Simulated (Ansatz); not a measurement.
**The standard entropy of CH2O2 (formic acid) from a frequency calculation**

A singlet with charge 0, relaxed at BLYP/cc-pVTZ (Ansatz 0.2.0):

```xyz
5

O    -0.3956   -0.4360    1.2239
C    -0.2370   -0.3559    0.0284
O     0.4646    0.6230   -0.6118
H    -0.6348   -1.0605   -0.7220
H     0.8027    1.2295    0.0816
```

Harmonic wavenumbers in cm⁻¹: 602, 675, 1005, 1055, 1258, 1362, 1746, 2953, 3563.

Masses in u: O 15.999, C 12.011, H 1.008. Take T = 298.15 K, p = 1 bar, R = 8.3145 J/(mol K), kT/hc = 207.22 cm⁻¹, rigid rotor and harmonic oscillator.

Task: Compute the standard molar entropy.

Result: 
1. Translation (Sackur–Tetrode): S = R[3/2 ln M + 5/2 ln T − 1.1517] with M = 46.025 gives 156.6 J/(mol K).
2. Rotation: principal moments 6.574, 43.002, 49.576 u Å² give A, B, C = 2.5642, 0.392, 0.34 cm⁻¹; the symmetry number is σ = 1; q = (√π/σ)√((kT/hc)³/ABC) = 9044; S = R(ln q + 3/2) = 88.2.
3. Vibration: with u = ν̃/207.22, each mode gives R[u/(eᵘ − 1) − ln(1 − e⁻ᵘ)]; the sum is 4.2, most from 602 cm⁻¹ (1.9), 675 cm⁻¹ (1.4), 1005 cm⁻¹ (0.4).
4. Spin: R ln 1 = 0.0.
5. Sum: 156.6 + 88.2 + 4.2 + 0.0 = 249.0 J/(mol K).

No measured value is set beside it here.
